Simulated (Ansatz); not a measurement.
**CH₃O (doublet): from Hartree-Fock to the top rungs, cc-pVTZ**

One table from this session's results is given with a row withheld; the runs are named, their logs left out.

The runs use Ansatz 0.2.0, Gaussian basis; cc-pVTZ, core rule «outside noble gas», up to 2 orbitals frozen.

The runs, in order: UHF; CCSD(T) on ROHF; CCSD(T) on UHF; BCCD(T) on ROHF; CISD; CCSDT(Q) on ROHF; CCSDT(Q) on UHF; CASSCF and MRCISD+Q, 13 electrons in 11 orbitals; CASSCF and NEVPT2, 13 electrons in 11 orbitals.

13 further runs of the same task are left out: 13 set aside as unsound or not needed.

## The geometry

The geometry is an MP2(full)/6-31G* stationary point (not a proven minimum).

5 atoms, charge 0, spin multiplicity 2.

Atoms are counted from 1 here; the program's logs count them from 0.

Bond lengths: C1–O2 1.386 Å, C1–H3 1.101 Å, C1–H4 1.096 Å, C1–H5 1.096 Å. Angles: O2–C1–H3 104.9°, O2–C1–H4 112.4°, O2–C1–H5 112.4°, H3–C1–H4 107.9°, H3–C1–H5 107.9°, H4–C1–H5 111.0°.

The first run:

in.yaml reads:

```yaml
crystal:
  periodic: [false, false, false]
  atoms:
    - {symbol: C, position_ang: [-0.004758, -0.678241, 0.000000]}
    - {symbol: O, position_ang: [-0.004758, 0.707775, 0.000000]}
    - {symbol: H, position_ang: [1.059223, -0.960522, 0.000000]}
    - {symbol: H, position_ang: [-0.463498, -1.096129, 0.903279]}
    - {symbol: H, position_ang: [-0.463498, -1.096129, -0.903279]}
basis:
  gaussian: {orbitals: cc-pVTZ}
magnetization: {spin_polarized: true, initial_magnetization: 1}
hamiltonian: {xc: hf}
output: {orbitals: {seedname: orbitals}}
```

The run is started by

```console
ansatz run in.yaml --threads 1 --pin off --events-out ev --progress --plain --max-ram 3956MiB --backend cpu
```

Among the steps run: UHF; CCSD(T) on ROHF; CCSD(T) on UHF; BCCD(T) on ROHF; CISD; CCSDT(Q) on ROHF; CCSDT(Q) on UHF; CASSCF and MRCISD+Q, 13 electrons in 11 orbitals; CASSCF and NEVPT2, 13 electrons in 11 orbitals.

One table of the session follows, with a row left open; its other results are not shown here.

| method | from UCCSDT(Q) (meV) |
| --- | --- |
| ROHF | +11300.8 |
| UHF | +11149.2 |
| RMP2 | +1120.3 |
| UMP2 | +1132.1 |
| CISD | +1208.6 |
| RCCSD | +380.0 |
| UCCSD | +376.8 |
| RCCSD(T) | +32.3 |
| UCCSD(T) | +31.8 |
| BCCD(T) | +29.6 |
| RCCSDT | +13.7 |
| UCCSDT | +12.5 |
| RCCSDT(Q) | +2.4 |
| UCCSDT(Q) | 0 |
| CASSCF valence | +8686.7 |
| NEVPT2 valence | ? |
| MRCISD valence | +696.9 |
| MRCISD+Q valence | +133.6 |

Estimate the missing values for NEVPT2 valence.

The run gave: from UCCSDT(Q) (meV): +1481.4. In the column «from UCCSDT(Q) (meV)» it lies between CISD (+1208.6) and CASSCF valence (+8686.7).

Caveats from the session: Restricted and unrestricted rows rest on different reference determinants; where their highest levels disagree by more than a few hundredths of an eV, they describe different states and don't form one ladder.
